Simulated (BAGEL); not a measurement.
# C3H4ClF (SMILES F/C=C/CCl): PBE0/cc-pVDZ (density fitting with qzvpp-jkfit)

Aim: the energy change on altering one bond length of C3H4ClF at PBE0/cc-pVDZ (density fitting with qzvpp-jkfit), from 2 runs. 

The results are computed with BAGEL 1.2.2.

1 further run of the same task is left out (it didn't finish).

### 1 The system as given

C3H4ClF: 9 atoms, total charge 0, spin state singlet. As SMILES, `F/C=C/CCl`. The shape is that of a GFN2-xTB optimisation. This is one conformer, not always the lowest.

Bond lengths: F1–C2 1.338 Å, C2–C3 1.321 Å, C3–C4 1.483 Å, C4–Cl5 1.802 Å, C2–H6 1.081 Å, C3–H7 1.080 Å, C4–H8 1.089 Å, C4–H9 1.089 Å. Some angles: F1–C2–C3 121.8°, C2–C3–C4 122.9°, C3–C4–Cl5 109.3°, F1–C2–H6 112.1°, C3–C2–H6 126.1°, C2–C3–H7 119.8°, C4–C3–H7 117.2°, C3–C4–H8 111.7°, C3–C4–H9 112.1°, Cl5–C4–H8 106.0°.

### 2 A single-point energy at PBE0/cc-pVDZ (density fitting with qzvpp-jkfit)

The input, input.json:

```json
{ "bagel" : [

{
  "title" : "molecule",
  "basis" : "cc-pvdz.json",
  "df_basis" : "qzvpp-jkfit",
  "angstrom" : true,
  "geometry" : [
    { "atom" : "F", "xyz" : [       1.968590,       1.190880,      -1.165760 ] },
    { "atom" : "C", "xyz" : [       0.770680,       0.644010,      -0.930220 ] },
    { "atom" : "C", "xyz" : [       0.515470,      -0.018010,       0.184160 ] },
    { "atom" : "C", "xyz" : [      -0.807360,      -0.620880,       0.477240 ] },
    { "atom" : "Cl", "xyz" : [      -1.636440,       0.349640,       1.748780 ] },
    { "atom" : "H", "xyz" : [       0.084230,       0.800650,      -1.750100 ] },
    { "atom" : "H", "xyz" : [       1.276460,      -0.100360,       0.946590 ] },
    { "atom" : "H", "xyz" : [      -0.710600,      -1.626890,       0.883190 ] },
    { "atom" : "H", "xyz" : [      -1.461030,      -0.619050,      -0.393880 ] }
  ]
},

{ "title" : "ks", "xc_func" : "pbe0" },

{ "title" : "print", "file" : "orbitals.molden", "orbitals" : true }

]}
```

The basis set cc-pVDZ is read from a file made from the Basis Set Exchange's data (not shown).

Launch:

```sh
$ BAGEL_NUM_THREADS=1 BAGEL input.json > input.out
```

Log:

```text
* using 1 threads per process

  ===============================================================
  ===============================================================

  *** Geometry ***

  { "atom" : "F", "xyz" : [      3.720096,      2.250437,     -2.202967 ] },
  { "atom" : "C", "xyz" : [      1.456374,      1.217003,     -1.757861 ] },
  { "atom" : "C", "xyz" : [      0.974097,     -0.034034,      0.348012 ] },
  { "atom" : "C", "xyz" : [     -1.525689,     -1.173293,      0.901853 ] },
  { "atom" : "Cl", "xyz" : [     -3.092423,      0.660724,      3.304715 ] },
  { "atom" : "H", "xyz" : [      0.159172,      1.513009,     -3.307210 ] },
  { "atom" : "H", "xyz" : [      2.412160,     -0.189653,      1.788796 ] },
  { "atom" : "H", "xyz" : [     -1.342839,     -3.074377,      1.668987 ] },
  { "atom" : "H", "xyz" : [     -2.760947,     -1.169835,     -0.744325 ] },

  Number of auxiliary basis functions:      502

  Since a DF basis is specified, we compute 2- and 3-index integrals:
    o Being stored without compression. Storage requirement is 0.035 GB

  Number of basis functions:       94
  Number of electrons      :       48

    * METHOD: MOLECULE                             0.75

  *** Kohn-Sham DFT ***

    * Removing 17143 points whose weight is below 1.00e-10
    * Grid points: 117011

  === Nuclear Repulsion ===
   201.6042444370

       - DIIS with orbital gradients will be used.

  === KS iteration (pbe0 / cc-pvdz.json) ===
      0       -650.78470315          0.08996696           0.91
      1       -641.77436576          0.17021923           1.08
      2       -647.39286535          0.14770790           1.03
      3       -654.55379457          0.14876322           0.95
      4       -674.57438764          0.04137743           1.09
      5       -674.72789025          0.04314795           1.14
      6       -676.29779509          0.00941792           0.99
      7       -676.34431280          0.00567853           1.24
      8       -676.36256456          0.00163472           1.04
      9       -676.36483109          0.00051866           1.10
     10       -676.36499253          0.00025290           1.19
     11       -676.36504019          0.00003119           1.18
     12       -676.36504103          0.00000738           1.49
     13       -676.36504107          0.00000416           1.04
     14       -676.36504109          0.00000065           1.00
     15       -676.36504109          0.00000045           1.07
     16       -676.36504109          0.00000008           1.01
     17       -676.36504109          0.00000007           1.09
     18       -676.36504109          0.00000001           1.11
     19       -676.36504109          0.00000000           1.08
    * SCF iteration converged.

    * Permanent dipole moment:
           (    0.033514,     0.532758,     0.517953) a.u.

    * METHOD: KS                                  24.12

    * METHOD: PRINT                                0.02

  ===============================================================
```

It took 26 s on 1 thread of Intel Xeon at 2.50GHz (Skylake/Cascade Lake), shared host; peak memory 0.51 GiB.

### 3 The distorted shape

The input, input.json:

```json
{ "bagel": [

{
  "title": "molecule",
  "basis": "cc-pvdz.json",
  "df_basis": "qzvpp-jkfit",
  "angstrom": true,
  "geometry": [
    { "atom": "F", "xyz": [    2.963475,    0.026269,   -2.691591 ] },
    { "atom": "C", "xyz": [    1.765565,   -0.520601,   -2.456051 ] },
    { "atom": "C", "xyz": [    1.510355,   -1.182621,   -1.341671 ] },
    { "atom": "C", "xyz": [    0.187525,   -1.785491,   -1.048591 ] },
    { "atom": "Cl", "xyz": [   -1.636440,    0.349640,    1.748780 ] },
    { "atom": "H", "xyz": [    1.079115,   -0.363961,   -3.275931 ] },
    { "atom": "H", "xyz": [    2.271345,   -1.264971,   -0.579241 ] },
    { "atom": "H", "xyz": [    0.284285,   -2.791501,   -0.642641 ] },
    { "atom": "H", "xyz": [   -0.466145,   -1.783661,   -1.919711 ] }
  ]
},
{
  "title": "ks",
  "xc_func": "pbe0"
},
{
  "title": "print",
  "file": "orbitals.molden",
  "orbitals": true
}

]}
```

The basis set cc-pVDZ is read from a file made from the Basis Set Exchange's data (not shown).

Launch:

```sh
$ BAGEL_NUM_THREADS=1 BAGEL input.json > input.out
```

Log:

```text
* using 1 threads per process

  ===============================================================
  ===============================================================

  *** Geometry ***

  { "atom" : "F", "xyz" : [      5.600156,      0.049641,     -5.086370 ] },
  { "atom" : "C", "xyz" : [      3.336434,     -0.983793,     -4.641264 ] },
  { "atom" : "C", "xyz" : [      2.854157,     -2.234830,     -2.535391 ] },
  { "atom" : "C", "xyz" : [      0.354371,     -3.374089,     -1.981550 ] },
  { "atom" : "Cl", "xyz" : [     -3.092423,      0.660724,      3.304715 ] },
  { "atom" : "H", "xyz" : [      2.039232,     -0.687787,     -6.190612 ] },
  { "atom" : "H", "xyz" : [      4.292220,     -2.390449,     -1.094607 ] },
  { "atom" : "H", "xyz" : [      0.537221,     -5.275172,     -1.214415 ] },
  { "atom" : "H", "xyz" : [     -0.880886,     -3.370631,     -3.627728 ] },

  Number of auxiliary basis functions:      502

  Since a DF basis is specified, we compute 2- and 3-index integrals:
    o Being stored without compression. Storage requirement is 0.035 GB

  Number of basis functions:       94
  Number of electrons      :       48

    * METHOD: MOLECULE                             0.60

  *** Kohn-Sham DFT ***

    * Removing 15166 points whose weight is below 1.00e-10
    * Grid points: 118988

  === Nuclear Repulsion ===
   161.7419691673

       - DIIS with orbital gradients will be used.

  === KS iteration (pbe0 / cc-pvdz.json) ===
      0       -642.58880323          0.09623572           1.18
      1       -564.02817934          0.17335402           0.99
      2       -565.26609907          0.16005405           0.99
      3       -602.23914881          0.10316711           0.90
      4       -645.59372151          0.09929867           1.04
      5       -663.36980576          0.05707600           0.98
      6       -675.48064785          0.02843743           0.87
      7       -667.02997632          0.04411947           1.00
      8       -675.86275038          0.01501782           0.98
      9       -675.99518436          0.01145743           1.08
     10       -676.05214525          0.00846431           0.83
     11       -676.12207762          0.00866397           1.03
     12       -675.67800156          0.01353965           0.98
     13       -676.20959597          0.00289061           0.96
     14       -676.19802706          0.00399918           1.12
     15       -676.18066288          0.00561077           0.85
     16       -676.21529780          0.00097531           1.03
     17       -676.21629271          0.00059561           0.99
     18       -676.21676053          0.00014919           0.90
     19       -676.21679141          0.00003683           0.99
     20       -676.21679413          0.00001757           0.92
     21       -676.21679562          0.00000854           0.96
     22       -676.21679693          0.00000788           1.05
     23       -676.21679758          0.00000380           0.94
     24       -676.21679750          0.00000870           0.94
     25       -676.21679768          0.00000071           0.94
     26       -676.21679768          0.00000058           0.83
     27       -676.21679768          0.00000082           0.67
     28       -676.21679768          0.00000042           0.81
     29       -676.21679768          0.00000007           0.70
     30       -676.21679768          0.00000006           0.83
     31       -676.21679768          0.00000003           0.79
     32       -676.21679768          0.00000003           0.87
     33       -676.21679768          0.00000002           0.87
     34       -676.21679768          0.00000009           0.87
     35       -676.21679768          0.00000002           0.84
     36       -676.21679768          0.00000001           0.95
     37       -676.21679768          0.00000001           0.91
     38       -676.21679768          0.00000000           0.96
    * SCF iteration converged.

    * Permanent dipole moment:
           (   -1.803546,     1.462264,     2.742927) a.u.

    * METHOD: KS                                  38.34

    * METHOD: PRINT                                0.02

  ===============================================================
```

It took 40 s on 1 thread of Intel Xeon at 2.50GHz (Skylake/Cascade Lake), shared host; peak memory 0.52 GiB.

### 4 Outcome

At PBE0/cc-pVDZ (density fitting with qzvpp-jkfit):

```
                                                          quantity          value
                                         first shape: total energy  -676.36504 Eh
                                        first shape: dipole moment         1.89 D
                                          first shape: HOMO energy       -7.59 eV
                                          first shape: LUMO energy       -0.21 eV
                                        first shape: HOMO–LUMO gap        7.38 eV
                                     distorted shape: total energy  -676.21680 Eh
                                    distorted shape: dipole moment         9.13 D
                                      distorted shape: HOMO energy       -6.68 eV
                                      distorted shape: LUMO energy       -5.36 eV
                                    distorted shape: HOMO–LUMO gap        1.32 eV
energy change with the C4–Cl5 bond stretched from 1.802 to 3.964 Å       4.034 eV
```

One bond (distorted shape) is far stretched, which a spin-restricted single reference describes badly; a broken-symmetry solution may lie lower. With the C4–Cl5 bond stretched from 1.802 to 3.964 Å the energy rises by 4.03 eV (389 kJ/mol). The first shape isn't relaxed at this level, so the change isn't measured from a minimum. A restricted reference can't describe the breaking bond well at this length.
